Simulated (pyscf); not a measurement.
## Four-centre exchange: `[F][SiH3]` + `[SiH2]` [singlet] → `[SiH4]` + `[F][SiH]` [singlet]

Gas phase, singlet surface, charge 0. Bonds broken: Si1–F2, Si6–H7. Bonds formed: Si1–H7, F2–Si6. PySCF, gas phase, ωB97X-D3(BJ)/def2-SVP geometries. Correlated levels are frozen-core, on RHF or UHF. ΔMP2 is the change of the MP2 total energy from the triple- to the quadruple-zeta basis.

Transition state (Å):

```xyz
8

Si    -1.0177    -0.6151    -0.0825
F      0.1660     0.5844     0.6331
H     -0.1453    -1.8078     0.0340
H     -1.9562    -0.8132    -1.2260
H     -1.9101    -0.4156     1.0933
Si     0.3058     1.5393    -1.0043
H      0.1079     0.0531    -1.5200
H     -1.2245     1.6981    -0.8838
```

One imaginary mode, 242i cm⁻¹; descent along it reached the two sides named, in the forms told below.

| bond | change | reactant side (Å) | saddle | product side |
|---|---|---|---|---|
| Si1–F2 | breaks | 1.679 | 1.831 | 3.3 |
| Si6–H7 | breaks | 1.539 | 1.585 | 1.898 |
| Si1–H7 | forms | 2.8 | 1.944 | 1.538 |
| F2–Si6 | forms | 2.139 | 1.901 | 1.650 |

Electronic energies relative to the separated reactants (kJ/mol):

```json
[
 {"level": "ωB97X-D3(BJ)/def2-TZVP", "barrier": "-3.5", "reaction energy": "-38.5", "reverse barrier": "35.1"},
 {"level": "PBE/def2-TZVP", "barrier": "-13.2", "reaction energy": "-45.2", "reverse barrier": "32.1"},
 {"level": "r²SCAN/def2-TZVP", "barrier": "-9.3", "reaction energy": "-39.3", "reverse barrier": "30.0"},
 {"level": "B3LYP-D3(BJ)/def2-TZVP", "barrier": "12.2", "reaction energy": "-39.7", "reverse barrier": "51.9"},
 {"level": "PBE0-D3(BJ)/def2-TZVP", "barrier": "-8.9", "reaction energy": "-39.3", "reverse barrier": "30.3"},
 {"level": "M06-2X/def2-TZVP", "barrier": "9.8", "reaction energy": "-33.0", "reverse barrier": "42.9"},
 {"level": "ωB97M-D3(BJ)/def2-TZVP", "barrier": "5.5", "reaction energy": "-40.3", "reverse barrier": "45.8"},
 {"level": "HF/def2-TZVP", "barrier": "88.8", "reaction energy": "-25.4", "reverse barrier": "114.2"},
 {"level": "MP2/def2-QZVPP", "barrier": "13.7", "reaction energy": "-35.9", "reverse barrier": "49.6"},
 {"level": "CCSD/def2-TZVPP", "barrier": "35.2", "reaction energy": "-32.1", "reverse barrier": "67.3"},
 {"level": "CCSD(T)/def2-TZVPP", "barrier": "23.8", "reaction energy": "-34.5", "reverse barrier": "58.3"},
 {"level": "CCSD(T)/def2-TZVPP + ΔMP2(QZVPP)", "barrier": "20.2", "reaction energy": "-35.0", "reverse barrier": "55.2"}
]
```

With CCSD(T)/def2-TZVPP + ΔMP2(QZVPP) energies and thermal terms (ideal gas, 1 atm, RRHO with modes under 100 cm⁻¹ raised to 100, one conformer, R ln 2 for rigid chiral ones), in kJ/mol:

```tsv
T (K)	ΔH‡	ΔG‡	ΔH	ΔG
298	26.3	71.2	-33.9	-33.2
600	26.3	116.9	-34.2	-32.4
900	28.1	161.9	-34.4	-31.5
1200	30.3	206.1	-34.5	-30.5
```

On the reactant side the descent ends in an adduct with a F–Si contact, 41.3 kJ/mol under the separated species and 37.8 kJ/mol under the saddle at ωB97X-D3(BJ)/def2-TZVP. On the product side the descent ends in a complex, 32.4 kJ/mol under the separated species and 67.5 kJ/mol under the saddle at ωB97X-D3(BJ)/def2-TZVP. At ωB97X-D3(BJ), PBE, r²SCAN, PBE0-D3(BJ) the saddle lies under the separated reactants, which points to a path from their complex (located at ωB97X-D3(BJ) alone). What is counted as formed (F–Si) is already present as a longer contact in the reactant adduct; forming that adduct is a step of its own. At the saddle there is also a short Si–Si contact that neither side keeps. This is the saddle that the search found; another between the same sides may lie lower. The CCSD(T) − MP2 part came from Ansatz, without density fitting, on the same reference.
